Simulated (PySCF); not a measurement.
# CH6N+ (SMILES C[NH3+]): CAM-B3LYP/6-31+G(d) (spherical functions)

What is the vertical singlet–triplet gap of CH6N+ at CAM-B3LYP/6-31+G* (spherical functions)? 

Program for the calculation: PySCF 2.14.0.

## (1) The molecule

CH6N+: 8 atoms, total charge +1, spin state singlet. SMILES: `C[NH3+]`. Geometry: relaxed at PBE0-D4/def2-TZVP.

Bond lengths: C1–N2 1.497 Å, C1–H3 1.087 Å, C1–H4 1.088 Å, C1–H5 1.087 Å, N2–H6 1.023 Å, N2–H7 1.023 Å, N2–H8 1.023 Å. Some angles: C1–N2–H6 111.4°, C1–N2–H7 111.4°, C1–N2–H8 111.4°, N2–C1–H3 108.5°, N2–C1–H4 108.5°, N2–C1–H5 108.5°, H6–N2–H7 107.4°, H6–N2–H8 107.4°, H7–N2–H8 107.4°, H3–C1–H4 110.4°.

## (2) The energy at CAM-B3LYP/6-31+G(d) (spherical functions)

Contents of job.py:

```python
# C[NH3+]
from pyscf import gto, dft

mol = gto.Mole()
mol.atom = '''
C       -0.225100       0.293000      -0.663400
N        0.218700      -0.284600       0.644500
H       -0.041000      -0.440800      -1.444600
H       -1.286800       0.519400      -0.597800
H        0.345600       1.199300      -0.851500
H        0.065500       0.371300       1.413900
H        1.214900      -0.515300       0.632300
H       -0.291800      -1.142300       0.866700
'''
mol.verbose = 3
mol.max_memory = 1860
mol.charge = 1
mol.basis = '6-31+g*'
mol.build()

calc0 = dft.RKS(mol, xc='cam-b3lyp')
calc0.conv_tol = 1e-10
calc0.grids.level = 4
calc0.kernel()
if not calc0.converged:
    calc0 = calc0.newton().run(calc0.mo_coeff, calc0.mo_occ)

etot = calc0.e_tot
print(f'total energy: {etot:.8f} hartree')
```

On the command line:

```
OMP_NUM_THREADS=1 python job.py
```

What it wrote:

```text
converged SCF energy = -96.1554807659851
total energy: -96.15548077 hartree
```

Wall time 4.8 s (1 thread of Intel Xeon 6975P-C (Granite Rapids), shared host); peak memory 0.26 GiB.

## (3) The triplet

Contents of calc.py:

```python
from pyscf import gto, dft

mol = gto.Mole()
mol.atom = '''
C     -0.425377     0.553690    -1.253644
N      0.413283    -0.537816     1.217928
H     -0.077479    -0.832991    -2.729898
H     -2.431700     0.981524    -1.129678
H      0.653089     2.266349    -1.609102
H      0.123777     0.701655     2.671884
H      2.295828    -0.973776     1.194874
H     -0.551422    -2.158634     1.637826
'''
mol.max_memory = 1860
mol.unit = 'bohr'
mol.spin = 2
mol.charge = 1
mol.verbose = 4
mol.basis = '6-31+g*'
mol.build()

mf = dft.UKS(mol, xc='cam-b3lyp')
mf.conv_tol = 1e-10
mf.grids.level = 4
mf.kernel()
if not mf.converged:
    mf = mf.newton().run(mf.mo_coeff, mf.mo_occ)

e_final = mf.e_tot
print('E(%s) = %.9f' % ('CAM-B3LYP', e_final))
```

On the command line:

```
OMP_NUM_THREADS=1 python calc.py
```

What it wrote:

```text
PySCF version 2.14.0

[... 58 lines left out ...]
[... the frontier-level lines of each cycle are left out ...]
[... 17 lines left out ...]
[... 17 lines left out ...]
[... 17 lines left out ...]
[... 17 lines left out ...]
[... 17 lines left out ...]
[... 17 lines left out ...]
[... 17 lines left out ...]
[... 5 lines left out ...]

cycle= 23 E= -95.7592796399549  delta_E= -1.33e-10  |g|= 6.68e-06  |ddm|= 0.000179


cycle= 24 E= -95.7592796400635  delta_E= -1.09e-10  |g|= 1.14e-06  |ddm|= 0.000142


cycle= 25 E= -95.7592796400203  delta_E= 4.32e-11  |g|= 1.97e-06  |ddm|= 0.000139


Extra cycle  E= -95.7592796400231  delta_E= -2.87e-12  |g|= 5.4e-07  |ddm|= 7.86e-06
converged SCF energy = -95.7592796400231  <S^2> = 2.003686  2S+1 = 3.0024563
E(CAM-B3LYP) = -95.759279640
```

Run time: 21 s. Hardware: 1 thread of Intel Xeon 6975P-C (Granite Rapids), shared host; peak memory 0.28 GiB.

## (4) Outcome

At CAM-B3LYP/6-31+G* (spherical functions):

| quantity | value |
| --- | --- |
| singlet: total energy | -96.15548 Eh |
| singlet: HOMO energy | -18.88 eV |
| singlet: LUMO energy | -4.79 eV |
| singlet: HOMO–LUMO gap | 14.09 eV |
| triplet: total energy | -95.75928 Eh |
| triplet: HOMO energy (highest over α and β) | -8.84 eV |
| triplet: ⟨S²⟩ | 2.004 |
| vertical energy of the triplet above the singlet | 10.781 eV |

At this shape the triplet lies 10.78 eV (249 kcal/mol) above the singlet. Mulliken charges (singlet) run from -0.95 on N2 to +0.51 on H6; in a basis this large or diffuse they mean little.
